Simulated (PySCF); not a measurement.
# Dipole moment and polarisability of `CO/C(C)=C/Cl`

Species: C4H7ClO.
Geometry (PBE0-D3(BJ)/def2-SVP, Å), atoms numbered from 1 in this order:
```
atom  x, y, z in Å
C1    -1.645   -0.051    0.507
O2    -0.367   -0.609    0.392
C3     0.687    0.208    0.180
C4     1.954   -0.568    0.081
C5     0.573    1.545    0.076
Cl6    1.925    2.590   -0.195
H7    -2.341   -0.883    0.670
H8    -1.710    0.647    1.361
H9    -1.938    0.489   -0.412
H10    2.107   -1.148    1.004
H11    2.812    0.093   -0.082
H12    1.884   -1.288   -0.749
H13   -0.374    2.077    0.154
```

Level: B3LYP/def2-SVPD (PySCF), static field, nuclei fixed, core orbitals frozen in the response. The polarisability tensor in these axes (au):

```
x   76.15  7.91 -3.88
y    7.91 82.30 -3.72
z   -3.88 -3.72 52.86
```

Give the principal values, the mean and the anisotropy Δα = √{½[(α1 − α2)² + (α2 − α3)² + (α1 − α3)²]}.

Principal values 52.02, 70.80 and 88.49 au; mean 70.44 au = 10.44 Å³ = 11.61 × 10⁻⁴⁰ C²·m²/J; Δα = 31.59 au (45 % of the mean).

What is the dipole moment, and where does it point?

(-1.67, -0.95, 0.30) D, 1.95 D in size, pointing from the negative to the positive side. Measured along this direction, the outermost atoms are Cl6 at the negative end and H7 at the positive end.

Estimate the molar refractivity from the static electronic polarisability.

Lorentz–Lorenz: R = (4π/3)N_A α = 2.5225 cm³/(mol·Å³) × 10.44 Å³ = 26.3 cm³/mol, in the limit of long wavelengths.

Along which axes do the principal values lie, and how far do the nuclei extend along each?

Largest value along (0.57, 0.81, -0.15), where the nuclei span 5.36 Å; middle along (0.81, -0.58, -0.06), 4.16 Å; least along (0.13, 0.09, 0.99), 1.80 Å. The response follows the extents in order.

Find the Langevin capture rate constant for H3+ (3.023 u) meeting this molecule (106.019 u), k = 2.342 × 10⁻⁹ cm³/s × √(α in Å³ / reduced mass in u).

The reduced mass is 2.94 u, so k = 4.41 × 10⁻⁹ cm³/s. The formula leaves out the permanent dipole, which adds to the capture rate.

In a dilute gas of rigid molecules at 250 K, how does the orientational term μ²/3kT compare with the electronic polarisability?

In Gaussian units μ²/3kT = 36.54 Å³ against 10.44 Å³, a ratio of 3.50; the Debye molar polarisation (4π/3)N_A(α + μ²/3kT) is 118.5 cm³/mol, leaving out the vibrational part.

Isolated species at its PBE0-D3(BJ)/def2-SVP geometry (one conformer only).
